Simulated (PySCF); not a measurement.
# CH4S (methanethiol) at 6 levels

Aim: a comparison of 6 runs (B2PLYP/cc-pVTZ, BLYP/cc-pVTZ, CAM-B3LYP/cc-pVTZ, M06-L/cc-pVTZ, PBE0/cc-pVTZ, revPBE/cc-pVTZ) of CH4S (methanethiol). 

The calculation is run with PySCF 2.14.0.

**1. The structure to begin with**

CH4S has 6 atoms, charge 0, and is taken as a singlet. As SMILES, `CS`. Geometry: relaxed at PBE0-D4/def2-TZVP.

Bond lengths: C1–S2 1.806 Å, C1–H3 1.089 Å, C1–H4 1.090 Å, C1–H5 1.089 Å, S2–H6 1.342 Å. Angles: C1–S2–H6 97.1°, S2–C1–H3 111.5°, S2–C1–H4 106.2°, S2–C1–H5 111.5°, H3–C1–H4 108.6°, H3–C1–H5 110.3°, H4–C1–H5 108.6°.

**2. The energy at B2PLYP/cc-pVTZ (run 1)**

The input, input.py:

```python
from pyscf import gto, dft, mp

molecule = gto.Mole()
molecule.atom = [
    ('C', (-0.144730, -0.282510, -0.375110)),
    ('S', (0.565000, 0.041950, 1.253720)),
    ('H', (-1.183620, 0.040360, -0.430010)),
    ('H', (-0.109440, -1.363350, -0.511920)),
    ('H', (0.439040, 0.186520, -1.166170)),
    ('H', (0.433740, 1.377050, 1.229490)),
]
molecule.max_memory = 1860
molecule.basis = 'cc-pvtz'
molecule.verbose = 3
molecule.build()

mf = dft.RKS(molecule, xc='0.53*HF + 0.47*B88, 0.73*LYP')
mf.grids.level = 5
mf.conv_tol = 1e-10
mf.kernel()
if not mf.converged:
    mf = mf.newton().run(mf.mo_coeff, mf.mo_occ)

pt = mp.MP2(mf, frozen=6).run()
e_tot = mf.e_tot + 0.27 * pt.e_corr
print('PT2 part  %.8f' % (0.27 * pt.e_corr))
print(f'total energy: {e_tot:.8f} hartree')
```

Command:

```bash
$ OMP_NUM_THREADS=1 python input.py
```

The log of the run:

```text
converged SCF energy = -438.443867065114
E(RMP2) = -438.885631124535  E_corr = -0.441764059420673
E(SCS-RMP2) = -438.890443471947  E_corr = -0.446576406833068
PT2 part  -0.11927630
total energy: -438.56314336 hartree
```

It took 18 s on 1 thread of Arm Neoverse V1, shared host; peak memory 0.64 GiB.

**3. The energy at BLYP/cc-pVTZ (run 2)**

The input, input.py:

```python
from pyscf import gto, dft

mol = gto.Mole()
mol.atom = '''
C   -0.144730  -0.282510  -0.375110
S    0.565000   0.041950   1.253720
H   -1.183620   0.040360  -0.430010
H   -0.109440  -1.363350  -0.511920
H    0.439040   0.186520  -1.166170
H    0.433740   1.377050   1.229490
'''
mol.verbose = 4
mol.spin = 0
mol.basis = 'cc-pvtz'
mol.max_memory = 1860
mol.build()

ks = dft.RKS(mol, xc='blyp')
ks.grids.level = 5
ks.conv_tol = 1e-10
ks.kernel()
if not ks.converged:
    ks = ks.newton().run(ks.mo_coeff, ks.mo_occ)

energy = ks.e_tot
print(f'total energy: {energy:.8f} hartree')
```

Command:

```bash
$ OMP_NUM_THREADS=1 python input.py
```

The log of the run:

```text
PySCF version 2.14.0

[... 76 lines left out ...]
converged SCF energy = -438.701040388462
total energy: -438.70104039 hartree
```

Wall time 17 s (1 thread of Arm Neoverse V1, shared host); peak memory 0.64 GiB.

Runs 3 to 4 aren't shown in full; the table further down has their settings and results.

**4. A single-point energy at PBE0/cc-pVTZ (run 5)**

The input, mol.xyz:

```xyz
6
CH4S
C     -0.144730    -0.282510    -0.375110
S      0.565000     0.041950     1.253720
H     -1.183620     0.040360    -0.430010
H     -0.109440    -1.363350    -0.511920
H      0.439040     0.186520    -1.166170
H      0.433740     1.377050     1.229490
```

The input, job.py:

```python
from pyscf import gto, dft

mol = gto.M(
    atom='mol.xyz',
    spin=0,
    max_memory=1860,
    basis='cc-pvtz',
    verbose=3,
)

mf = dft.RKS(mol, xc='pbe0')
mf.conv_tol = 1e-10
mf.grids.level = 5
mf.kernel()
if not mf.converged:
    mf = mf.newton().run(mf.mo_coeff, mf.mo_occ)

etot = mf.e_tot
print('Final energy', etot)
```

Command:

```bash
$ OMP_NUM_THREADS=1 python job.py
```

The log of the run:

```text
converged SCF energy = -438.540839208333
Final energy -438.5408392083332
```

Run time: 17 s. Hardware: 1 thread of Arm Neoverse V1, shared host; peak memory 0.64 GiB.

**5. The energy at revPBE/cc-pVTZ (run 6)**

The input, input.xyz:

```xyz
6

C     -0.144730    -0.282510    -0.375110
S      0.565000     0.041950     1.253720
H     -1.183620     0.040360    -0.430010
H     -0.109440    -1.363350    -0.511920
H      0.439040     0.186520    -1.166170
H      0.433740     1.377050     1.229490
```

The input, calc.py:

```python
# CS
from pyscf import gto, dft

mol = gto.M(
    atom='input.xyz',
    verbose=3,
    max_memory=1860,
    spin=0,
    basis='cc-pvtz',
)

mf = dft.RKS(mol)
mf.xc = 'revpbe'
mf.grids.level = 5
mf.conv_tol = 1e-10
mf.kernel()
if not mf.converged:
    mf = mf.newton().run(mf.mo_coeff, mf.mo_occ)

etot = mf.e_tot
print('E(%s) = %.9f' % ('REVPBE', etot))
```

Command:

```bash
$ OMP_NUM_THREADS=1 python calc.py
```

The log of the run:

```text
converged SCF energy = -438.647525390648
E(REVPBE) = -438.647525391
```

Run time: 17 s. Hardware: 1 thread of Arm Neoverse V1, shared host; peak memory 0.64 GiB.

**6. The series**

```
run              level  frozen core orbitals  energy (Eh)  dipole moment (D)  HOMO energy (eV)  LUMO energy (eV)  wall time
  1     B2PLYP/cc-pVTZ                     6  -438.563143               1.58             -7.85              1.57       18 s
  2       BLYP/cc-pVTZ                     –  -438.701040               1.49             -5.37             -0.33       17 s
  3  CAM-B3LYP/cc-pVTZ                     –  -438.716771               1.56             -8.15              1.45       30 s
  4      M06-L/cc-pVTZ                     –  -438.720534               1.54             -5.74              0.19       39 s
  5       PBE0/cc-pVTZ                     –  -438.540839               1.58             -6.78              0.54       17 s
  6     revPBE/cc-pVTZ                     –  -438.647525               1.53             -5.48             -0.31       17 s
```

**7. Results**

| quantity | value |
| --- | --- |
| run 6: total energy | -438.64753 Eh |
| run 6: dipole moment | 1.53 D |
| run 6: HOMO energy | -5.48 eV |
| run 6: LUMO energy | -0.31 eV |
| run 6: HOMO–LUMO gap | 5.17 eV |

The dipole moment (its size) runs from 1.49 D (BLYP/cc-pVTZ) to 1.58 D (PBE0/cc-pVTZ). The HOMO–LUMO gap runs from 5.04 eV (BLYP/cc-pVTZ) to 9.60 eV (CAM-B3LYP/cc-pVTZ). Totals of different functionals can't be ranked against each other. All runs together took 2.3 min, the longest 39 s.
